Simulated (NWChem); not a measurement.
Species: acetonitrile (C2H3N); SMILES CC#N

```xyz
6

C      0.0000     0.0000    -1.1625
C      0.0000     0.0000     0.2907
N      0.0000     0.0000     1.4476
H      1.0196     0.1555    -1.5430
H     -0.3751    -0.9607    -1.5430
H     -0.6445     0.8052    -1.5430
```
Atoms are numbered in this order, from 1.

Geometry: optimised at PBE0/def2-SVP.

Give the principal values of the shielding tensors (ppm) of C1, C2, N3 from Hartree-Fock/cc-pVDZ, GIAO (NWChem), with their diamagnetic and paramagnetic parts as GIAO splits them.


```json
[
 {"atom": "C1", "σ11": "195.0", "σ22": "195.0", "σ33": "211.2", "isotropic": "200.4", "diamagnetic": "246.4", "paramagnetic": "-46.0"},
 {"atom": "C2", "σ11": "-21.8", "σ22": "-21.8", "σ33": "296.3", "isotropic": "84.2", "diamagnetic": "262.2", "paramagnetic": "-177.9"},
 {"atom": "N3", "σ11": "-177.5", "σ22": "-177.5", "σ33": "307.2", "isotropic": "-15.9", "diamagnetic": "339.4", "paramagnetic": "-355.3"}
]
```
